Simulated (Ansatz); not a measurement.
**doublet S₂(+): levels of theory in one basis**

```json
{"atom": "S", "x (Å)": "0.0000", "y (Å)": "0.0000", "z (Å)": "0.0000"}
{"atom": "S", "x (Å)": "0.0000", "y (Å)": "0.0000", "z (Å)": "2.0075"}
```

Basis set: def2-SVP (spherical functions). Correlated methods keep 10 orbitals frozen. Correlation on ROHF uses semicanonical orbitals with singles. Charge 1, multiplicity 2.

Computed with Ansatz (development build ahead of 0.2.0); each method stands on the lowest determinant of its kind that the runs found.

| method | E − E(ROHF) (eV) | <S²> of the determinant |
| --- | --- | --- |
| ROHF | 0.00 | 0.75 |
| UHF | -1.00 | 1.51 |
| ROHF-MP2 | -7.14 | – |
| UHF-MP2 | -6.54 | 1.51 |
| ROHF-CCSD(T) | -8.41 | – |
| UHF-CCSD(T) | -8.31 | 1.51 |
| UHF-CCSDT(Q) | -8.50 | 1.51 |

The restricted and unrestricted rows may stand on different electronic states: another unrestricted solution lies nearer the restricted one.

Caution: the determinant may break the point group. Caution for ROHF, ROHF-MP2, ROHF-CCSD(T): an unrestricted determinant lies well below. Caution for UHF, UHF-MP2, UHF-CCSD(T), UHF-CCSDT(Q): the unrestricted determinant is spin contaminated. Caution for ROHF-MP2, UHF-MP2: MP2 on this radical cation hangs on the determinant chosen. Caution for ROHF-MP2, UHF-MP2, UHF-CCSD(T): another reference gives a lower total.
